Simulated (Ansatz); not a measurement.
# CH₃NSi (built from SMILES N#C[SiH3]): a barrier at many levels of theory, part 3 of 3

Ansatz 0.2.0, Gaussian basis.

### Step 16. RPA on PBE/def2-TZVPP

The inputs:

r/in.yaml

```yaml
crystal:
  periodic: [false, false, false]
  atoms:
    - {symbol: Si, position_ang: [-0.418204, 0.205784, 0.354890]}
    - {symbol: C, position_ang: [0.901318, -0.443542, -0.764791]}
    - {symbol: N, position_ang: [1.723420, -0.848080, -1.462445]}
    - {symbol: H, position_ang: [-0.534813, 1.659296, 0.108200]}
    - {symbol: H, position_ang: [-1.673376, -0.500486, 0.018927]}
    - {symbol: H, position_ang: [0.001756, -0.073073, 1.745218]}
basis:
  gaussian: {orbitals: def2-TZVPP}
hamiltonian: {xc: pbe}
correlation: {method: rpa}
```

ts/in.yaml

```yaml
crystal:
  periodic: [false, false, false]
  atoms:
    - {symbol: Si, position_ang: [-0.302799, 0.150035, 0.257483]}
    - {symbol: C, position_ang: [0.655570, -0.294444, -1.415235]}
    - {symbol: N, position_ang: [1.404832, -0.716917, -0.612998]}
    - {symbol: H, position_ang: [-0.436656, 1.616103, 0.135332]}
    - {symbol: H, position_ang: [-1.583239, -0.558706, 0.056604]}
    - {symbol: H, position_ang: [0.262392, -0.196172, 1.578814]}
basis:
  gaussian: {orbitals: def2-TZVPP}
hamiltonian: {xc: pbe}
correlation: {method: rpa}
```

p/in.yaml

```yaml
crystal:
  periodic: [false, false, false]
  atoms:
    - {symbol: Si, position_ang: [-0.328778, 0.156348, 0.412761]}
    - {symbol: C, position_ang: [1.409864, -0.670501, -1.769819]}
    - {symbol: N, position_ang: [0.710953, -0.338256, -0.890620]}
    - {symbol: H, position_ang: [-0.497189, 1.622140, 0.320995]}
    - {symbol: H, position_ang: [-1.621076, -0.541776, 0.245676]}
    - {symbol: H, position_ang: [0.326326, -0.228056, 1.681008]}
basis:
  gaussian: {orbitals: def2-TZVPP}
hamiltonian: {xc: pbe}
correlation: {method: rpa}
```

Each run has its own folder and the same command.

Command:

```bash
> ansatz run in.yaml --threads 2 --pin off --events-out ev --progress --plain --max-ram 4352MiB
```

Log of r (excerpt; [...] marks lines left out):

```text
Functional definition: PBE
  name "PBE"
  cite "Perdew, Burke & Ernzerhof, Phys. Rev. Lett. 77, 3865 (1996) doi:10.1103/PhysRevLett.77.3865"
  parent pbe
[...]
862 factors; integrals over basis functions are off by at most 7.6e-4 eV
[...]
mean field -10446.69328339 eV, -383.9088971414 hartree, gradient 5.1e-6 eV, S^2 0.000000; 0 other end points of the search recorded, 0 dependent functions left out
7 core orbitals not correlated: weight in the atoms' cores, before any rotation towards them, 1.000 or more for the frozen orbitals, at most 0.000 for the correlated occupied ones
reference -10422.05801805 eV, -383.0035678388 hartree; 8, 8 occupied and 131, 131 virtual orbitals, 862 factors
Total energy: -10443.14698044 eV, -383.7785729119 hartree
```

Output in ts (excerpt; [...] marks lines left out):

```text
[... 4 set-up lines as earlier in the session ...]
[...]
857 factors; integrals over basis functions are off by at most 8.6e-4 eV
[...]
mean field -10445.52017865 eV, -383.8657863377 hartree, gradient 3.7e-6 eV, S^2 0.000000; 0 other end points of the search recorded, 0 dependent functions left out
7 core orbitals not correlated: weight in the atoms' cores, before any rotation towards them, 1.000 or more for the frozen orbitals, at most 0.000 for the correlated occupied ones
reference -10420.80299778 eV, -382.9574466946 hartree; 8, 8 occupied and 131, 131 virtual orbitals, 857 factors
Total energy: -10441.99202130 eV, -383.7361289464 hartree
```

p printed (excerpt; [...] marks lines left out):

```text
[... 4 set-up lines as earlier in the session ...]
[...]
860 factors; integrals over basis functions are off by at most 8.3e-4 eV
[...]
mean field -10446.41024872 eV, -383.8984958091 hartree, gradient 5.0e-6 eV, S^2 0.000000; 0 other end points of the search recorded, 0 dependent functions left out
7 core orbitals not correlated: weight in the atoms' cores, before any rotation towards them, 1.000 or more for the frozen orbitals, at most 0.000 for the correlated occupied ones
reference -10422.17660591 eV, -383.0079258623 hartree; 8, 8 occupied and 131, 131 virtual orbitals, 860 factors
Total energy: -10442.98349468 eV, -383.7725649209 hartree
```

Wall times: 2.4 s (r), 2.5 s (ts), 2.4 s (p) on 2 threads of Arm Neoverse V1, shared host.

Barrier 26.6 kcal/mol; end less start +3.8 kcal/mol.

### Step 17. CCSD(T)/def2-TZVPP

The same edit goes into each in.yaml of step 16 (r, ts, p):

```diff
-hamiltonian: {xc: pbe}
-correlation: {method: rpa}
+correlation: {method: ccsd_t}
```

The same command starts each run, in its folder.

Command:

```bash
> ansatz run in.yaml --threads 2 --pin off --events-out ev --progress --plain --max-ram 4352MiB
```

Log of r (excerpt; [...] marks lines left out):

```text
Functional definition: HF
  name "HF"
  cite "Fock, Z. Phys. 61, 126 (1930) doi:10.1007/BF01340294"
[... 1 set-up line as earlier in the session ...]
[...]
862 factors; integrals over basis functions are off by at most 7.6e-4 eV
[...]
mean field -10423.03492227 eV, -383.0394684066 hartree, gradient 1.8e-6 eV, S^2 0.000000; 0 other end points of the search recorded, 0 dependent functions left out
7 core orbitals not correlated: weight in the atoms' cores, before any rotation towards them, 1.000 or more for the frozen orbitals, at most 0.000 for the correlated occupied ones
reference -10423.03492227 eV, -383.0394684066 hartree; 8, 8 occupied and 131, 131 virtual orbitals, 862 factors
second order -12.55903613 eV of doubles, -0.00000000 eV of singles
cycle   1  -12.61741801 eV  change   -5.8e-2 eV  update   9.8e-2
[...]
cycle   9  -13.18179232 eV  change   -8.2e-6 eV  update   9.6e-6
perturbative correction -0.61665685 eV, -0.0226617212 hartree
Total energy: -10436.83337144 eV, -383.5465520607 hartree
```

ts printed (excerpt; [...] marks lines left out):

```text
[... 4 set-up lines as earlier in the session ...]
[...]
857 factors; integrals over basis functions are off by at most 8.6e-4 eV
[...]
mean field -10421.81133571 eV, -382.9945024297 hartree, gradient 4.3e-6 eV, S^2 0.000000; 0 other end points of the search recorded, 0 dependent functions left out
7 core orbitals not correlated: weight in the atoms' cores, before any rotation towards them, 1.000 or more for the frozen orbitals, at most 0.000 for the correlated occupied ones
reference -10421.81133571 eV, -382.9945024297 hartree; 8, 8 occupied and 131, 131 virtual orbitals, 857 factors
second order -12.51794546 eV of doubles, -0.00000000 eV of singles
cycle   1  -12.63306738 eV  change   -1.2e-1 eV  update   9.6e-2
[...]
cycle  10  -13.18128836 eV  change    1.6e-5 eV  update   1.6e-5
perturbative correction -0.63853237 eV, -0.0234656319 hartree
Total energy: -10435.63115644 eV, -383.5023714745 hartree
```

Output in p (excerpt; [...] marks lines left out):

```text
[... 4 set-up lines as earlier in the session ...]
[...]
860 factors; integrals over basis functions are off by at most 8.3e-4 eV
[...]
mean field -10423.17536052 eV, -383.0446294172 hartree, gradient 1.9e-6 eV, S^2 0.000000; 0 other end points of the search recorded, 0 dependent functions left out
7 core orbitals not correlated: weight in the atoms' cores, before any rotation towards them, 1.000 or more for the frozen orbitals, at most 0.000 for the correlated occupied ones
reference -10423.17536052 eV, -383.0446294172 hartree; 8, 8 occupied and 131, 131 virtual orbitals, 860 factors
second order -12.11131057 eV of doubles, -0.00000000 eV of singles
cycle   1  -12.35527874 eV  change   -2.4e-1 eV  update   9.7e-2
[...]
cycle   9  -12.87700691 eV  change    2.6e-6 eV  update   1.3e-5
perturbative correction -0.58606399 eV, -0.0215374543 hartree
Total energy: -10436.63843142 eV, -383.5393881469 hartree
```

They took 13 s (r), 14 s (ts), 13 s (p) on 2 threads of Arm Neoverse V1, shared host; peak memory 0.85 GiB.

At this level: barrier 27.7 kcal/mol, step energy +4.5 kcal/mol.

### Step 18. MP2/def2-QZVPP

Each input of step 17 (r, ts, p) changes in the same lines:

```diff
-  gaussian: {orbitals: def2-TZVPP}
-correlation: {method: ccsd_t}
+  gaussian: {orbitals: "def2-QZVPP.json"}
+correlation: {method: mp2}
```

The basis file named in the input lies beside it (Basis Set Exchange, JSON).

One command serves all of them, each in its own folder.

Command:

```bash
> ansatz run in.yaml --threads 2 --pin off --events-out ev --progress --plain --max-ram 4352MiB
```

Log of r (excerpt; [...] marks lines left out):

```text
[... 4 set-up lines as earlier in the session ...]
[...]
1631 factors; integrals over basis functions are off by at most 7.6e-4 eV
[...]
mean field -10423.38347234 eV, -383.0522773853 hartree, gradient 3.8e-6 eV, S^2 0.000000; 0 other end points of the search recorded, 0 dependent functions left out
7 core orbitals not correlated: weight in the atoms' cores, before any rotation towards them, 1.000 or more for the frozen orbitals, at most 0.000 for the correlated occupied ones
reference -10423.38347234 eV, -383.0522773853 hartree; 8, 8 occupied and 259, 259 virtual orbitals, 1631 factors
second order -13.40966288 eV of doubles, -0.00000000 eV of singles
Total energy: -10436.79313522 eV, -383.5450734070 hartree
```

Log of ts (excerpt; [...] marks lines left out):

```text
[... 4 set-up lines as earlier in the session ...]
[...]
1628 factors; integrals over basis functions are off by at most 7.7e-4 eV
[...]
mean field -10422.16869228 eV, -383.0076350417 hartree, gradient 4.0e-6 eV, S^2 0.000000; 0 other end points of the search recorded, 0 dependent functions left out
7 core orbitals not correlated: weight in the atoms' cores, before any rotation towards them, 1.000 or more for the frozen orbitals, at most 0.000 for the correlated occupied ones
reference -10422.16869228 eV, -383.0076350417 hartree; 8, 8 occupied and 259, 259 virtual orbitals, 1628 factors
second order -13.36894973 eV of doubles, -0.00000000 eV of singles
Total energy: -10435.53764201 eV, -383.4989348823 hartree
```

p printed (excerpt; [...] marks lines left out):

```text
[... 4 set-up lines as earlier in the session ...]
[...]
1631 factors; integrals over basis functions are off by at most 8.2e-4 eV
[...]
mean field -10423.53187718 eV, -383.0577311628 hartree, gradient 3.9e-6 eV, S^2 0.000000; 0 other end points of the search recorded, 0 dependent functions left out
7 core orbitals not correlated: weight in the atoms' cores, before any rotation towards them, 1.000 or more for the frozen orbitals, at most 0.000 for the correlated occupied ones
reference -10423.53187718 eV, -383.0577311628 hartree; 8, 8 occupied and 259, 259 virtual orbitals, 1631 factors
second order -12.96535936 eV of doubles, -0.00000000 eV of singles
Total energy: -10436.49723654 eV, -383.5341993310 hartree
```

Times: 9 s (r), 11 s (ts), 9 s (p) on 2 threads of Arm Neoverse V1, shared host; peak memory 0.76 GiB.

At this level: barrier 29.0 kcal/mol, step energy +6.8 kcal/mol.

### Step 19. Vibrations of the start structure

File vib-r/in.yaml:

```yaml
crystal:
  periodic: [false, false, false]
  atoms:
    - {symbol: Si, position_ang: [-0.418204, 0.205784, 0.354890]}
    - {symbol: C, position_ang: [0.901318, -0.443542, -0.764791]}
    - {symbol: N, position_ang: [1.723420, -0.848080, -1.462445]}
    - {symbol: H, position_ang: [-0.534813, 1.659296, 0.108200]}
    - {symbol: H, position_ang: [-1.673376, -0.500486, 0.018927]}
    - {symbol: H, position_ang: [0.001756, -0.073073, 1.745218]}
basis:
  gaussian: {orbitals: def2-TZVP}
hamiltonian: {xc: pbe0, dispersion: d4}
phonons: {temperatures: {t_min: 298.15, t_max: 900, t_step: 200}}
```

Command:

```bash
> ansatz run in.yaml --threads 2 --pin off --events-out ev --progress --plain --max-ram 4352MiB
```

The program printed (excerpt; [...] marks lines left out):

```text
[... 5 set-up lines as earlier in the session ...]
[...]
735 factors; their error is unknown
[...]
mean field -10447.50143625 eV, -383.9385962115 hartree, gradient 1.9e-5 eV, S^2 0.000000; 0 other end points of the search recorded, 0 dependent functions left out
[...]
Atom 3 at    -0.534813     1.659296     0.108200 Å, force     0.000023    -0.000546     0.000057 eV/Å
Atom 4 at    -1.673376    -0.500486     0.018927 Å, force     0.000440     0.000265     0.000082 eV/Å
Atom 5 at     0.001756    -0.073073     1.745218 Å, force    -0.000086     0.000061    -0.000470 eV/Å
Dipole moment:    -0.519412     0.255595     0.440762 e Å
Vibrations: 260.21 260.26 603.93 676.54 676.55 913.00 937.57 937.58 2263.37 2276.72 2276.74 2336.98 cm⁻¹, zero-point energy 0.893892 eV
```

Wall time 38 s (2 threads of Arm Neoverse V1, shared host).

The modes, with what each moves most:

```
mode  wavenumber (cm⁻¹)     character
   1                260          bend
   2                260          bend
   3                604  Si–C stretch
   4                677          bend
   5                677          bend
   6                913          bend
   7                938          bend
   8                938          bend
   9               2263  Si–H stretch
  10               2277  Si–H stretch
  11               2277  Si–H stretch
  12               2337   C–N stretch
```

Vibrational sums (real modes only):

```csv
T (K),entropy (J/mol/K),heat capacity (J/mol/K)
298,20.1,32.1
498,41.4,50.7
698,60.5,63.0
898,77.6,72.0
```

### Step 20. Vibrations of the end structure

File vib-p/in.yaml:

```yaml
crystal:
  periodic: [false, false, false]
  atoms:
    - {symbol: Si, position_ang: [-0.328778, 0.156348, 0.412761]}
    - {symbol: C, position_ang: [1.409864, -0.670501, -1.769819]}
    - {symbol: N, position_ang: [0.710953, -0.338256, -0.890620]}
    - {symbol: H, position_ang: [-0.497189, 1.622140, 0.320995]}
    - {symbol: H, position_ang: [-1.621076, -0.541776, 0.245676]}
    - {symbol: H, position_ang: [0.326326, -0.228056, 1.681008]}
basis:
  gaussian: {orbitals: def2-TZVP}
hamiltonian: {xc: pbe0, dispersion: d4}
phonons: {temperatures: {t_min: 298.15, t_max: 900, t_step: 200}}
```

Command:

```bash
> ansatz run in.yaml --threads 2 --pin off --events-out ev --progress --plain --max-ram 4352MiB
```

The program printed (excerpt; [...] marks lines left out):

```text
[... 5 set-up lines as earlier in the session ...]
[...]
735 factors; their error is unknown
[...]
mean field -10447.30718656 eV, -383.9314576668 hartree, gradient 3.2e-5 eV, S^2 0.000000; 0 other end points of the search recorded, 0 dependent functions left out
[...]
Atom 3 at    -0.497189     1.622140     0.320995 Å, force     0.000295     0.001851    -0.000732 eV/Å
Atom 4 at    -1.621076    -0.541776     0.245676 Å, force    -0.001290    -0.001293    -0.000922 eV/Å
Atom 5 at     0.326326    -0.228056     1.681008 Å, force     0.002106    -0.001091     0.000274 eV/Å
Dipole moment:    -0.388111     0.184569     0.487286 e Å
Vibrations: 189.73 189.83 680.08 705.34 705.40 942.85 944.70 944.78 2188.58 2267.21 2276.87 2276.95 cm⁻¹, zero-point energy 0.887252 eV
```

Wall time 38 s (2 threads of Arm Neoverse V1, shared host).

The modes, with what each moves most:

```csv
mode,wavenumber (cm⁻¹),character
1,190,bend
2,190,bend
3,680,Si–N stretch
4,705,bend
5,705,bend
6,943,bend
7,945,bend
8,945,bend
9,2189,C–N stretch
10,2267,Si–H stretch
11,2277,Si–H stretch
12,2277,Si–H stretch
```

Vibrational sums (real modes only):

```csv
T (K),entropy (J/mol/K),heat capacity (J/mol/K)
298,24.0,31.6
498,45.0,50.2
698,64.1,62.9
898,81.1,72.1
```

### Step 21. All levels side by side

The basis limit takes Hartree-Fock with exponent 7.88 and MP2 correlation with exponent 2.97 from the triple- and quadruple-zeta runs, and adds the coupled-cluster step over MP2 from triple zeta. Where a quadruple-zeta run was CCSD(T), only its Hartree-Fock and MP2 parts are used.

Rows are in def2-TZVPP; times add the 3 runs of a level on a shared host, so small differences are noise.

The saddle's own vibrations were run with its search: 285i cm⁻¹, zero-point energy 0.855 eV.

The barrier:

Differences are taken before rounding.

| method | rung | barrier (kcal/mol) | from CCSD(T)/CBS (kcal/mol) | time |
| --- | --- | --- | --- | --- |
| SPW92 | LDA | 26.5 | -0.9 | 2.1 s |
| PBE-D4 | GGA | 26.9 | -0.6 | 3.4 s |
| BLYP-D4 | GGA | 28.4 | +0.9 | 3.8 s |
| r2SCAN-D4 | meta-GGA | 26.8 | -0.7 | 7.5 s |
| B97M-V | meta-GGA | 26.7 | -0.7 | 15 s |
| PBE0-D4 | hybrid | 26.8 | -0.7 | 5.1 s |
| B3LYP-D4 | hybrid | 28.4 | +0.9 | 5 s |
| r2SCAN0-D4 | hybrid | 26.4 | -1.1 | 8.7 s |
| BHLYP-D4 | hybrid | 28.2 | +0.8 | 4.8 s |
| CAM-B3LYP-D4 | range-separated hybrid | 28.3 | +0.8 | 5.1 s |
| wB97X-V | range-separated hybrid | 26.5 | -1.0 | 15 s |
| wB97M-V | range-separated hybrid | 24.7 | -2.8 | 17 s |
| B2PLYP | double hybrid | 28.9 | +1.4 | 7.8 s |
| PBE-QIDH | double hybrid | 27.6 | +0.1 | 7.9 s |
| RPA on PBE | RPA | 26.6 | -0.8 | 7.3 s |
| Hartree-Fock | wavefunction | 28.2 | +0.7 |  |
| MP2 | wavefunction | 29.2 | +1.7 |  |
| CCSD | wavefunction | 28.2 | +0.8 |  |
| CCSD(T) | wavefunction | 27.7 | +0.2 | 40 s |
| CCSD(T)/CBS |  | 27.5 | 0 | 68 s |

Among the levels timed on like hardware and quicker than the yardstick, those that no quicker one beats, quickest first: SPW92 (2.1 s, -0.9 kcal/mol); PBE-D4 (3.4 s, -0.6 kcal/mol); PBE-QIDH (7.9 s, +0.1 kcal/mol).

For cost: PBE-QIDH gets within 0.1 kcal/mol in 7.9 s, where CCSD(T)/CBS took 68 s; the quickest level in the cost chart, SPW92, takes 2.1 s and misses by 0.9 kcal/mol.

The step energy:

Differences are taken before rounding.

```csv
method,rung,step energy (kcal/mol),from CCSD(T)/CBS (kcal/mol)
SPW92,LDA,5.9,+1.8
PBE-D4,GGA,6.3,+2.2
BLYP-D4,GGA,4.6,+0.5
r2SCAN-D4,meta-GGA,4.6,+0.4
B97M-V,meta-GGA,2.5,-1.6
PBE0-D4,hybrid,4.3,+0.2
B3LYP-D4,hybrid,3.2,-0.9
r2SCAN0-D4,hybrid,3.0,-1.2
BHLYP-D4,hybrid,0.7,-3.4
CAM-B3LYP-D4,range-separated hybrid,2.4,-1.8
wB97X-V,range-separated hybrid,2.9,-1.3
wB97M-V,range-separated hybrid,2.1,-2.1
B2PLYP,double hybrid,4.6,+0.5
PBE-QIDH,double hybrid,4.6,+0.4
RPA on PBE,RPA,3.8,-0.4
Hartree-Fock,wavefunction,-3.2,-7.4
MP2,wavefunction,7.1,+2.9
CCSD,wavefunction,3.8,-0.4
CCSD(T),wavefunction,4.5,+0.3
CCSD(T)/CBS,,4.1,0
```

### Step 22. Outcome

The summary covers parts 1 to 3.

```
                          quantity          value
              barrier, CCSD(T)/CBS  27.5 kcal/mol
      reverse barrier, CCSD(T)/CBS  23.3 kcal/mol
          step energy, CCSD(T)/CBS  +4.1 kcal/mol
    barrier with zero-point energy  26.6 kcal/mol
step energy with zero-point energy  +4.0 kcal/mol
      imaginary mode at the saddle      285i cm⁻¹
             largest T1 diagnostic          0.016
```

What this shows: The functionals run from PBE-QIDH, off by +0.1 kcal/mol, to wB97M-V, off by -2.8 kcal/mol, against CCSD(T)/CBS. Mean unsigned error by rung: LDA 0.9, GGA 0.8, meta-GGA 0.7, hybrid 0.9, range-separated hybrid 1.5, double hybrid 0.8 kcal/mol. PBE-D4 gives a barrier 0.6 kcal/mol too low, inside chemical accuracy (1 kcal/mol). Hartree-Fock, with no correlation, is off by +0.7 kcal/mol, small by cancelling errors. Zero-point motion lowers the barrier by 0.9 kcal/mol.
